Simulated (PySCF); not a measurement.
## Bond curve of BP⁺

Set-up: basis B jorge-DZP-DKH, P jorge-DZP-DKH; spin-free X2C with a Gaussian nucleus; PySCF 2.14. Energies in eV from B⁺ + P in their ground configurations at the same level. All curves are PBE0. state 1: ⁴Σ⁻ (quartet), unpaired electrons σ ↑, π ↑↑; state 2: Ms = 0.5 determinant of mixed spin (⟨S²⟩ near 1.8), unpaired electrons σ ↓, π ↑↑, a second solution, started from another occupation; state 3: Ms = 0.5 determinant of mixed spin (⟨S²⟩ near 1.8), unpaired electrons σ ↑, π ↑↓, a mixture of terms (⟨Lz²⟩ = 2.0), a second solution, started from another occupation; state 4: ²Π (doublet), unpaired electrons π ↑, a second solution, started from another occupation.

```json
{"R (Å)": "1.608", "state 1": "-1.952", "state 2": "-1.548", "state 3": "-1.430", "state 4": "-1.357"}
{"R (Å)": "1.683", "state 1": "-2.470", "state 2": "-2.094", "state 3": "-1.969", "state 4": "-1.604"}
{"R (Å)": "1.758", "state 1": "-2.749", "state 2": "-2.399", "state 3": "-2.266", "state 4": "-1.644"}
{"R (Å)": "1.814", "state 1": "-2.843", "state 2": "-2.512", "state 3": "-2.372", "state 4": "-1.580"}
{"R (Å)": "1.870", "state 1": "-2.865", "state 2": "-2.551", "state 3": "-2.404", "state 4": "-1.467"}
{"R (Å)": "1.926", "state 1": "-2.835", "state 2": "-2.535", "state 3": "-2.381", "state 4": "-1.324"}
{"R (Å)": "2.001", "state 1": "-2.739", "state 2": "-2.452", "state 3": "-2.289", "state 4": "-1.107"}
{"R (Å)": "2.094", "state 1": "-2.568", "state 2": "-2.287", "state 3": "-2.115", "state 4": "-0.822"}
{"R (Å)": "2.207", "state 1": "-2.337", "state 2": "-2.045", "state 3": "-1.870", "state 4": "-0.491"}
{"R (Å)": "2.356", "state 1": "-2.042", "state 2": "-1.714", "state 3": "-1.542", "state 4": "-0.097"}
```

Problem. Put a parabola through the three lowest points of the state 1 curve and estimate Re, k and ωe (reduced mass 8.122 u; 1 eV/Å² = 0.16022 mdyn/Å; ωe = 1302.8·√(k/μ) cm⁻¹).

Solution. Through R = 1.814, 1.87, 1.926 Å the second-order coefficient is 8.29 eV/Å², so Re ≈ 1.866 Å, k ≈ 2.66 mdyn/Å and ωe ≈ 745 cm⁻¹. A polynomial fit of higher order to the unrounded PBE0 energies gives Re = 1.863 Å, k = 2.79 mdyn/Å, ωe = 763 cm⁻¹; anharmonicity and rounding make the difference.

The higher-order fit for each curve: state 1: Re = 1.863 Å, ωe = 763 cm⁻¹, De = 2.87 eV; state 2: Re = 1.879 Å, ωe = 748 cm⁻¹, minimum 2.55 eV below the ground-state fragments; state 3: Re = 1.872 Å, ωe = 763 cm⁻¹, minimum 2.40 eV below the ground-state fragments; state 4: Re = 1.737 Å, ωe = 958 cm⁻¹, minimum 1.65 eV below the ground-state fragments.

⟨S²⟩ of the unrestricted solution departs from its pure value on part of the curve, where spin states mix. For an ion De counts to the pair picked by the measured ionisation energies or electron affinities, which need not be the lowest pair at this level. The state was picked by a PBE0 search and need not be the measured ground state.
